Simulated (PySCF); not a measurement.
**SiS⁺: a composite coupled-cluster calculation**

State: ²Π, doublet, unpaired electrons π ↑. De refers to Si⁺ + S. ROHF-based CCSD(T) in PySCF 2.14 with Si cc-pV(T+d)Z, S cc-pV(T+d)Z and Si cc-pV(Q+d)Z, S cc-pV(Q+d)Z (frozen core orbitals: 10; no relativity). Correlation energies are extrapolated as n⁻³ (n = 3, 4), Hartree–Fock as (n+1)·exp(−9√n). SR is the spin-free X2C energy in Si cc-pVTZ-DK, S cc-pVTZ-DK less the non-relativistic one in Si cc-pVTZ, S cc-pVTZ.

```json
{"Level": "CCSD(T)/TZ", "Re (Å)": "2.0800", "ωe (cm⁻¹)": "593.4", "ωexe (cm⁻¹)": "2.23", "αe (cm⁻¹)": "0.00141", "De (eV)": "3.842"}
{"Level": "CCSD(T)/QZ", "Re (Å)": "2.0717", "ωe (cm⁻¹)": "598.7", "ωexe (cm⁻¹)": "2.24", "αe (cm⁻¹)": "0.00142", "De (eV)": "3.965"}
{"Level": "HF/CBS", "Re (Å)": "2.0533", "ωe (cm⁻¹)": "629.4", "ωexe (cm⁻¹)": "2.08", "αe (cm⁻¹)": "0.00134", "De (eV)": "2.709"}
{"Level": "MP2/CBS", "Re (Å)": "2.0608", "ωe (cm⁻¹)": "618.7", "ωexe (cm⁻¹)": "1.95", "αe (cm⁻¹)": "0.00132", "De (eV)": "4.041"}
{"Level": "CCSD/CBS", "Re (Å)": "2.0584", "ωe (cm⁻¹)": "617.8", "ωexe (cm⁻¹)": "2.16", "αe (cm⁻¹)": "0.00137", "De (eV)": "3.864"}
{"Level": "CCSD(T)/CBS", "Re (Å)": "2.0669", "ωe (cm⁻¹)": "603.3", "ωexe (cm⁻¹)": "2.24", "αe (cm⁻¹)": "0.00142", "De (eV)": "4.047"}
{"Level": "CCSD(T)/CBS+SR", "Re (Å)": "2.0668", "ωe (cm⁻¹)": "602.1", "ωexe (cm⁻¹)": "2.23", "αe (cm⁻¹)": "0.00142", "De (eV)": "4.041"}
```

Problem. How much is left between CCSD(T)/QZ and the basis-set limit, and how much do the triples give at the limit?

Solution. CCSD(T)/CBS less CCSD(T)/QZ: -4.8 mÅ in Re, +4.6 cm⁻¹ in ωe and +0.082 eV in De. CCSD(T)/CBS less CCSD/CBS: +8.5 mÅ in Re, -14.5 cm⁻¹ in ωe and +0.183 eV in De.

Problem. What do the later terms add?

Solution. SR: -0.1 mÅ in Re, -1.2 cm⁻¹ in ωe and -0.006 eV in De, each against the row above.

The T1 diagnostic is 0.025. The state was picked by a PBE0 search and need not be the measured ground state. Spin–orbit coupling, excitations beyond (T) and corrections to the Born–Oppenheimer picture are left out.

The whole job (state search and all basis sets along the bond) took about 46 min on 4 threads of Arm Neoverse V1 (shared host), peak memory 11 GiB.
